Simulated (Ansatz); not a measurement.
Program: Ansatz 0.2.0.

A structure relaxed at PBE0-D4/def2-TZVP, charge 0, multiplicity 2:

Cartesian coordinates in Å:
```
C -0.2537 0.0272 -0.2656
N 0.8892 -0.5816 0.3402
H -1.1272 -0.0020 0.4044
H -0.5140 -0.4786 -1.1969
H -0.0802 1.0929 -0.4807
H 1.0859 -0.0578 1.1986
```

Question: Give its formula and SMILES.

Answer: CH4N, `C[NH]`.

Question: Point group (tolerance 0.08 Å, 0.16 Å for H)?

Answer: Cs.

Question: Summarise the bond lengths by kind.

Answer: 1 × C–N 1.430 Å; 3 × C–H 1.091 to 1.101 Å; 1 × H–N 1.025 Å.
